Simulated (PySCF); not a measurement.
Geometries of 2 isomers of H6SSi2, from PBE0-D3(BJ)/def2-SVP geometry optimisation, gas phase (PySCF). One conformer each, no zero-point energy, no frequencies.

Question: Which is lower in electronic energy at this level?
A.
```xyz
9
angstrom
Si    -1.287    0.492    0.114
Si     0.600   -0.871   -0.153
S      2.283    0.072    0.812
H     -2.478   -0.061   -0.603
H     -0.974    1.846   -0.441
H     -1.601    0.626    1.568
H      0.443   -2.173    0.559
H      0.864   -1.147   -1.600
H      2.177    1.229    0.121
```
B.
```xyz
9
angstrom
Si     1.644   -0.047    0.052
S      0.067    0.130   -1.407
Si    -1.623    0.059   -0.077
H      2.456   -1.267   -0.224
H      2.526    1.153   -0.008
H      1.041   -0.154    1.416
H     -1.703   -1.252    0.632
H     -2.821    0.239   -0.946
H     -1.560    1.151    0.939
```

Answer: B. That is `[SiH3]S[SiH3]`, 10.7 kcal/mol below the other.

```
       SMILES  atoms numbered as above      E (Eh)  relative (kcal/mol)  relative (kJ/mol)  dipole (D)
[SiH3]S[SiH3]    [SiH3:1][S:2][SiH3:3]  -980.12429                  0.0                0.0        1.19
[SiH3][SiH2]S   [SiH3:1][SiH2:2][SH:3]  -980.10725                 10.7               44.7        1.16
```

As drawn, the higher has an S–H bond and an Si–Si bond, which the lower lacks.
